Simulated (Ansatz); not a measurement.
# NH− (doublet): wave-function methods side by side at distance N1–H2 = 0.947 Å, 6-31++G**

Aim: climb from Hartree-Fock through coupled cluster and multireference methods for NH− (doublet) at one geometry and basis, and see what each rung misses.

The runs use Ansatz 0.2.0, Gaussian basis; 6-31++G**, core rule «outside noble gas», up to 1 orbitals frozen.

To be run: UHF; CCSD(T) on ROHF; CCSD(T) on UHF; BCCD(T) on ROHF; CISD; CCSDT(Q) on ROHF; CCSDT(Q) on UHF; CASSCF and MRCISD+Q, 3 electrons in 3 orbitals; CASSCF and NEVPT2, 3 electrons in 3 orbitals; CASSCF and MRCISD+Q, 7 electrons in 5 orbitals; CASSCF and NEVPT2, 7 electrons in 5 orbitals; Full CI.

24 further runs of the same task are left out: 18 that didn't finish, 6 set aside as unsound or not needed.

### 1 The system

The geometry derives from a PBE0/def2-TZVPD stationary point (not a proven minimum). One bond is set to the value named and the two fragments are kept rigid.

2 atoms, charge -1, spin multiplicity 2.

Atoms are counted from 1 here; the program's logs count them from 0.

Bond lengths: N1–H2 0.947 Å.

### 2 UHF

in.yaml

```yaml
crystal:
  periodic: [false, false, false]
  atoms:
    - {symbol: N, position_ang: [0.000000, 0.000000, 0.000000]}
    - {symbol: H, position_ang: [0.000000, 0.000000, 0.947000]}
basis:
  gaussian: {orbitals: "6-31++G**"}
total_charge: -1
magnetization: {spin_polarized: true, initial_magnetization: 1}
hamiltonian: {xc: hf}
output: {orbitals: {seedname: orbitals}}
```

Launch:

```bash
ansatz run in.yaml --threads 1 --pin off --events-out ev --progress --plain --max-ram 2393MiB
```

After this run come: CCSD(T) on ROHF; CCSD(T) on UHF; BCCD(T) on ROHF; CISD; CCSDT(Q) on ROHF; CCSDT(Q) on UHF; CASSCF and MRCISD+Q, 3 electrons in 3 orbitals; CASSCF and NEVPT2, 3 electrons in 3 orbitals; CASSCF and MRCISD+Q, 7 electrons in 5 orbitals; CASSCF and NEVPT2, 7 electrons in 5 orbitals; Full CI.

**Question.** What will the summary of the whole plan be? Wanted: FCI from the RHF energy; RMP2 from FCI; UMP2 from FCI; RCCSD from FCI; RCCSD(T) from FCI; UCCSD(T) from FCI; RCCSDT(Q) from FCI; UCCSDT(Q) from FCI; NEVPT2 pair from FCI.

As calculated:

| quantity | value |
| --- | --- |
| FCI from the ROHF energy | -4.8704 eV |
| RMP2 from FCI | +12.21 kcal/mol |
| UMP2 from FCI | +12.48 kcal/mol |
| RCCSD from FCI | +3.37 kcal/mol |
| RCCSD(T) from FCI | +0.64 kcal/mol |
| UCCSD(T) from FCI | +0.65 kcal/mol |
| RCCSDT(Q) from FCI | +0.01 kcal/mol |
| UCCSDT(Q) from FCI | -0.04 kcal/mol |
| NEVPT2 pair from FCI | +10.70 kcal/mol |
| NEVPT2 valence from FCI | +20.73 kcal/mol |
| MRCISD+Q valence from FCI | +0.66 kcal/mol |
| levels within 1 kcal/mol (43 meV) | RCCSD(T), UCCSD(T), BCCD(T), RCCSDT, UCCSDT, RCCSDT(Q), UCCSDT(Q), MRCISD+Q valence |
| T1 diagnostic | 0.025 |
| effectively unpaired electrons | 1.05 |

**Reading.** RCCSD(T) misses by +0.64 kcal/mol, 0.6 % of the correlation energy. One determinant dominates. Of the multireference levels listed MRCISD+Q valence comes nearest in total energy (+0.66 kcal/mol), which doesn't show that its space is the better one. Coupled cluster took another determinant than the lowest Hartree-Fock one. These misses are within one basis, not against nature; the frozen cores of restricted and unrestricted runs differ, which can shift their rows. The highest orbital lies above zero: the basis alone holds the extra electron.

Levels on UHF freeze UHF's core orbitals, full CI those of ROHF, so the U rows can settle a little off it for that reason alone.

With open shells the CI space here admits some triples and quadruples, so it is larger than plain CISD.
